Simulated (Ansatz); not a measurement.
Competing steps

Reactants: AlH₃SO ([OH][AlH][SH]) (brackets give SMILES or just the links). Saddle points were found for several chosen steps; others may exist. Gas-phase electronic energies, without zero-point energy, by CCSD(T) at an estimated basis limit (MP2 extrapolated from triple and quadruple zeta, plus CCSD(T) − MP2 in triple zeta); Ansatz 0.2.0, def2-TZVPP and QZVPP, frozen cores, on PBE0-D4/def2-TZVP structures. Extrapolation: Hartree–Fock as exp(−7.88 √X), correlation as X^−2.97. No counterpoise correction.

(1) Rank the steps by the energy of their saddle points, lowest first, and give each saddle's height above the lowest. (To be estimated.)
A. 1,2-elimination, to AlHSO ([OH][Al][S]) + H₂ (breaks or loosens Al–H, H–S; forms H–H)
B. 1,1-elimination, to AlHO ([OH][Al]) + H₂S (breaks or loosens Al–H, Al–S; forms H–S)
C. 1,2-elimination, to AlHS ([AlH][S]) + H₂O, still joined by a dative Al–O bond (breaks or loosens Al–O, H–S; forms H–O)

(2) Does the lowest of these saddles lead to the lowest end structure (the products still in contact)? (A judgement: the text doesn't fix the answer.)

T1 diagnostic: at most 0.017. The restricted Hartree–Fock reference is unstable towards an unrestricted one at one or more of these structures.

For scale, one of the runs: CCSD(T)/def2-TZVPP, 157 basis functions, launched by `ansatz run in.yaml --threads 2 --pin off --events-out ev --progress --plain --max-ram 4352MiB`. Time: 14 s of wall clock on 2 CPU threads of an Arm Neoverse V2; the host was shared. Peak host memory: 1 GiB.

Results:

(1) The calculation gives: C (0.00 kcal/mol), A (7.43 kcal/mol), B (30.39 kcal/mol). Heights count from the lowest.

The lowest of these saddles lies at 37.75 kcal/mol relative to the reactant.

(2) The calculation gives: No: the step over a higher saddle ends lower. Relative to the reactant, the ends lie at 32.73 (AlHS ([AlH][S]) + H₂O); 30.69 (AlHSO ([OH][Al][S]) + H₂); 40.82 (AlHO ([OH][Al]) + H₂S) kcal/mol.
